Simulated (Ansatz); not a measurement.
The input, for Ansatz 0.2.0:

```yaml
crystal:
  periodic: [false, false, false]
  atoms:
    - {symbol: B, position_ang: [0.000000, 0.000000, 0.815402]}
    - {symbol: Be, position_ang: [0.000000, 0.000000, -1.057759]}
    - {symbol: H, position_ang: [0.000000, 1.003181, 1.477258]}
    - {symbol: H, position_ang: [0.000000, -1.003180, 1.477258]}
    - {symbol: H, position_ang: [0.000000, 0.000000, -2.242759]}
basis:
  gaussian: {orbitals: 6-31G}
correlation: {method: fci, electrons: outside_noble_gas}
```

```sh
$ ansatz run in.yaml --threads 1 --pin off --events-out ev --progress --plain --max-ram 2393MiB
```

Log:

```
545 factors; integrals over basis functions are off by at most 2.2e-7 eV
mean field evaluation 1: about -1114.3286 eV, gradient 1.1e1 eV
mean field evaluation 2: about -1114.3209 eV, gradient 1.1e1 eV
mean field evaluation 4: about -1114.9796 eV, gradient 2.6e-1 eV
mean field evaluation 8: about -1114.9798 eV, gradient 1.4e-4 eV
mean field -1114.97975122 eV, -40.9747500968 hartree, gradient 9.6e-7 eV, S^2 0.000000; 0 other end points of the search recorded, 0 dependent functions left out
2 core orbitals not correlated: weight in the atoms' cores, before any rotation towards them, 1.000 or more for the frozen orbitals, at most 0.000 for the correlated occupied ones
reference -1114.97975122 eV, -40.9747500968 hartree; 4, 4 occupied and 18, 18 virtual orbitals, 545 factors
state -1117.63070653 eV, -41.0721709075 hartree
Total energy: -1117.63070653 eV, -41.0721709075 hartree
```

Ran on 1 thread of AMD EPYC 9B14, shared host: 37 s wall, 1.3 GiB peak host memory.
